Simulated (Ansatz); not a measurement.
# Structure relaxation of CsRuF6

These are results of Ansatz, DFT r2SCAN, scalar-relativistic, plane waves, PAW, not measurements. Cutoff 500 eV, Γ-centred k mesh, Gaussian smearing, collinear spin, first started from parallel moments.

This is the end of a relaxation of cell and atoms.

```
Cs Ru F
1.0
     3.99872    2.30866    2.65529
    -3.99872    2.30866    2.65529
     0.00000   -4.61732    2.65529
Cs Ru F
1 1 6
Direct
  0.50000 0.50000 0.50000
  0.00000 0.00000 0.00000
  0.24685 0.24685 0.91914
  0.24685 0.91914 0.24685
  0.75315 0.08086 0.75315
  0.75315 0.75315 0.08086
  0.08086 0.75315 0.75315
  0.91914 0.24685 0.24685
```

Formation energies are uncorrected and refer to the elements' standard structures at the same level (F₂ as a molecule).

Problem. What space group does it have?

Solution. R-3m (No. 166). Conventional cell: a = 7.997 Å, c = 7.966 Å. Around Cs lie 12 F at 3.11–3.26 Å; Ru is coordinated by 6 F at 1.87 Å; around F lie 1 Ru at 1.87 Å.

Problem. How far does it lie from the elements in energy?

Solution. -2.404 eV/atom.

Problem. Is it a metal?

Solution. No, the gap on the 6×6×6 mesh is 2.12 eV.

Problem. What net moment does it keep?

Solution. 0.37 μB per atom, with site moments up to 1.63 μB.

The final run used a 6×6×6 mesh on its 8-atom cell and 0.02 eV smearing. The magnetic state reached may not be the lowest.

Cost: 2 runs of about 7.1 core-minutes in all, on Arm Neoverse V2 (shared hosts).